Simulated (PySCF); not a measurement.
## P₂: one state, many levels of theory

State: ¹Σg⁺ (singlet), closed shell. Set-up: P def2-TZVPPD; no relativity (PySCF 2.14). De refers to P + P in their high-spin ground configurations, without counterpoise correction.

```json
{"Level": "RHF", "Re (Å)": "1.851", "ωe (cm⁻¹)": "916", "De (eV)": "1.70", "CPU s a point (SCF and correlation, without the integrals)": "0.77"}
{"Level": "RHF-MP2", "Re (Å)": "1.918", "ωe (cm⁻¹)": "736", "De (eV)": "4.75", "CPU s a point (SCF and correlation, without the integrals)": "1.2"}
{"Level": "RHF-SCS-MP2", "Re (Å)": "1.913", "ωe (cm⁻¹)": "750", "De (eV)": "4.84", "CPU s a point (SCF and correlation, without the integrals)": "n/a"}
{"Level": "RHF-CCSD", "Re (Å)": "1.892", "ωe (cm⁻¹)": "814", "De (eV)": "4.22", "CPU s a point (SCF and correlation, without the integrals)": "n/a"}
{"Level": "RHF-CCSD(T)", "Re (Å)": "1.908", "ωe (cm⁻¹)": "776", "De (eV)": "4.61", "CPU s a point (SCF and correlation, without the integrals)": "12"}
{"Level": "PBE", "Re (Å)": "1.904", "ωe (cm⁻¹)": "784", "De (eV)": "5.30", "CPU s a point (SCF and correlation, without the integrals)": "1.4"}
{"Level": "PBEsol", "Re (Å)": "1.899", "ωe (cm⁻¹)": "791", "De (eV)": "5.62", "CPU s a point (SCF and correlation, without the integrals)": "1"}
{"Level": "r²SCAN", "Re (Å)": "1.890", "ωe (cm⁻¹)": "814", "De (eV)": "4.90", "CPU s a point (SCF and correlation, without the integrals)": "1.9"}
{"Level": "M06-L", "Re (Å)": "1.887", "ωe (cm⁻¹)": "820", "De (eV)": "5.04", "CPU s a point (SCF and correlation, without the integrals)": "2"}
{"Level": "PBE0", "Re (Å)": "1.881", "ωe (cm⁻¹)": "834", "De (eV)": "4.85", "CPU s a point (SCF and correlation, without the integrals)": "4.7"}
{"Level": "r²SCAN0", "Re (Å)": "1.874", "ωe (cm⁻¹)": "850", "De (eV)": "4.55", "CPU s a point (SCF and correlation, without the integrals)": "2.7"}
{"Level": "BHandHLYP", "Re (Å)": "1.865", "ωe (cm⁻¹)": "866", "De (eV)": "4.51", "CPU s a point (SCF and correlation, without the integrals)": "1.9"}
{"Level": "M06-2X", "Re (Å)": "1.872", "ωe (cm⁻¹)": "855", "De (eV)": "5.18", "CPU s a point (SCF and correlation, without the integrals)": "3"}
{"Level": "ωB97X", "Re (Å)": "1.861", "ωe (cm⁻¹)": "882", "De (eV)": "4.97", "CPU s a point (SCF and correlation, without the integrals)": "3.4"}
```

Problem. Which functional lies closest to RHF-CCSD(T) in De, which farthest, and by how much do they differ from it?

Solution. Closest is r²SCAN0 (-3.4 pm in Re, +9.5 % in ωe, -0.06 eV in De against RHF-CCSD(T) in the same basis), farthest PBEsol (-0.9 pm in Re, +1.9 % in ωe, +1.01 eV in De). CCSD(T) converges more slowly with the basis than the functionals do and binds too weakly in this one, so the order can change at the basis-set limit.

Problem. What does a quarter of exact exchange do here, going from r²SCAN to r²SCAN0?

Solution. r²SCAN0 less r²SCAN: -1.6 pm in Re, +4.4 % in ωe, -0.35 eV in De. Exact exchange removes part of the self-interaction that spreads semilocal densities, and in most molecules shortens and stiffens the bond and lowers De; so it does here.

Problem. What does all correlation do here, going from RHF to RHF-CCSD(T)?

Solution. RHF-CCSD(T) less RHF: +5.7 pm in Re, -15.3 % in ωe, +2.91 eV in De. Correlation nearly always deepens the well. The bond lengthens, as in strong covalent bonds, where excitations into antibonding orbitals dominate.

Measured (Huber and Herzberg, Constants of Diatomic Molecules (1979)): Re = 1.8934 Å, ωe = 780.77 cm⁻¹.

Correlated steps freeze 10 core orbitals. Where the molecule has an RHF reference, its open-shell atoms are computed with UHF.

The whole job (state search and all levels along the bond) took about 4.5 min on 2 threads of Intel Xeon Platinum 8259CL @ 2.50GHz (shared host), peak memory 2.5 GiB.
